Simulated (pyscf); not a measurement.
Optimised with ωB97X-D3(BJ)/def2-SVP in PySCF.

Task: F–GeH(F)–F + hydrogen (H₂) → F–GeH₂–F + hydrogen fluoride (HF)
Surface: singlet. Broken: F–Ge, H–H. Formed: Ge–H, F–H. Give ΔE‡ and ΔE from ωB97M-D3(BJ)/def2-TZVP, relative to the separated reactants.

Result: ΔE‡ = 191.5 kJ/mol, ΔE = +52.0 kJ/mol. Zero-point energy shifts the barrier by +11.2 kJ/mol. It is a four-centre exchange, with an imaginary mode of 1170i cm⁻¹. On the product side the descent ends in a complex, 27.1 kJ/mol under the separated species and 165.0 kJ/mol under the saddle at ωB97X-D3(BJ)/def2-TZVP. At the saddle there is also a short Ge–H contact that neither side keeps. One saddle was located; it need not be the lowest between these sides. Elements up to Kr have no core potential and no relativistic terms here.
